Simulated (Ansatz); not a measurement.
H$_{3}$Si–GeH⁺, quartet: the ladder up to UCCSDT(Q)

Geometry: that of the H3Si–GeH, triplet, kept fixed. The doublet lies 3.1 eV lower here.

```yaml
atoms:
  - { symbol: Si, position_ang: [0.0000, -0.0421, 1.6567] }
  - { symbol: Ge, position_ang: [0.0000, 0.0347, -0.7080] }
  - { symbol: H, position_ang: [1.2108, -0.7342, 2.1756] }
  - { symbol: H, position_ang: [0.0000, 1.3682, 2.1200] }
  - { symbol: H, position_ang: [-1.2108, -0.7342, 2.1756] }
  - { symbol: H, position_ang: [0.0000, -1.2247, -1.6073] }
```

Basis cc-pVDZ; Ansatz 0.2.0. Only valence electrons are correlated (noble-gas cores and the filled d shells of p-block atoms frozen), which leaves 11 electrons in 46 orbitals. Prefix R: restricted or restricted open-shell reference; prefix U: unrestricted. No spin–orbit coupling is included, and no scalar relativity.

Full CI isn't at hand for all of this; UCCSDT(Q) serves as the reference, and is uncertain by about the last step of the cluster series. The frozen core follows each run's orbitals, which can shift R against U totals by a few meV for light atoms and by up to 0.1 eV past Ca.

```
UHF ⟨S²⟩                          : 3.768
T1 diagnostic (RCCSD)             : 0.0278
largest doubles amplitude (RCCSD) : 0.060
T1 diagnostic (UCCSD)             : 0.0200
```

| level | E − E(UCCSDT(Q)) (mEh) | share of correlation (%) | wall time |
| --- | --- | --- | --- |
| UHF | 195.41 | 2.59 | – |
| UMP2 | 48.54 | 75.80 | – |
| UCCSD | 6.29 | 96.86 | – |
| UCCSD(T) | 1.48 | 99.26 | 10 s |
| UCCSDT | 0.18 | 99.91 | – |

The correlation energy at UCCSDT(Q), counted from RHF, is -5.459 eV. That run took 44 s on 1 thread of Arm Neoverse V2, shared host.

Run but not shown, since their state or frozen core can't be matched to the reference's or they repeat it: RHF, RMP2, CISD, RCCSD, RCCSD(T), BCCD(T), RCCSDT, RCCSDT(Q).

Times hold each run's SCF and search for its determinant on a shared host, so for small cases they say little of a method's own cost; they ran on 1 thread of Arm Neoverse V2.
